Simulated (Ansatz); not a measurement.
Z-matrix (Å, degrees):
```
C
H 1 1.0931
C 1 1.3962 2 120.72
H 3 1.0924 1 121.22 2 0.00
C 1 1.3962 2 120.72 3 180.00
H 5 1.0924 1 121.22 2 0.00
C 5 1.3989 6 120.39 1 -180.00
N 7 1.3354 5 123.44 6 180.00
C 8 1.3354 7 117.79 5 0.00
H 9 1.0966 8 116.43 7 180.00
H 7 1.0966 8 116.43 9 180.00
```
Charge 0, spin multiplicity 1.

All values below come from frozen-core CCSD(T)/cc-pVTZ // B3LYP-D3(BJ)/def2-SVP in Ansatz (a program for electronic structure). The restricted HF reference is unstable towards unrestricted orbitals.

| Quantity | Value |
|---|---|
| HF energy | -246.77480 Ha |
| MP2 correlation energy | -0.98462 Ha |

Question: Estimate the CCSD correlation energy, the (T) correction, the total energy and the T1 diagnostic.

Answer: 
```
Quantity                        Result
-----------------------  -------------
CCSD correlation energy    -1.00246 Ha
(T) correction             -0.05437 Ha
CCSD(T) total energy     -247.83163 Ha
T1 diagnostic                    0.012
```
